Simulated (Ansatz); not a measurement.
`[AlH2][S][SiH3]` + `BN` → `B[NH][AlH2]` + `[SiH3]S` at 500 K and 1 bar (ligand exchange at the Al–S bond).

Calculated with Ansatz (gas phase, PBE0-D4/def2-TZVP geometries, no zero-point term in ΔE). CCSD(T)/CBS is the MP2 limit (def2-TZVPP, def2-QZVPP) plus CCSD(T) − MP2 in def2-TZVPP, frozen cores. This one scheme is used for every species.

```csv
species,CCSD(T)/CBS energy (Eh),H − E (kJ/mol),S (J/(mol·K))
`[AlH2][S][SiH3]`,-931.92152,148.1,386.9
`BN`,-81.93499,148.8,257.4
`B[NH][AlH2]`,-324.56557,170.1,337.5
`[SiH3]S`,-689.27336,117.6,310.5
```

H − E and S are ideal-gas, rigid-rotor, harmonic terms from PBE0-D4/def2-TZVP. 1 Eh = 2625.50 kJ/mol, R = 8.31446 J/(mol·K).

Task: By hand: ΔE, ΔH, ΔS and ΔG.

Result: ΔE = (-324.56557) + (-689.27336) − (-931.92152) − (-81.93499) = 0.01758 Eh = 46.2 kJ/mol. Δ(H − E) = 170.1 + 117.6 − 148.1 − 148.8 = -9.2, so ΔH = 37.0 kJ/mol. ΔS = 337.5 + 310.5 − 386.9 − 257.4 = 3.7 J/(mol·K). ΔG = 37.0 − 500 × (3.7)/1000 = 35.1 kJ/mol.

Task: By hand: the equilibrium constant, and the temperature at which ΔG would vanish if ΔH and ΔS stayed fixed.

Result: log₁₀ K = −ΔG/(RT ln 10) = -3.7. ΔG = 0 at ΔH/ΔS = 10000 K, far beyond where these terms or the molecules hold.

The number of gas molecules stays the same, so ΔS is small and ΔH decides. A doubt of 5 kJ/mol in ΔE shifts log₁₀ K by 0.5 here. These are equilibria of isolated gas molecules and say nothing of rates. Largest T1 diagnostic: 0.012 (customary marks: 0.02 for closed shells, 0.045 for open ones).
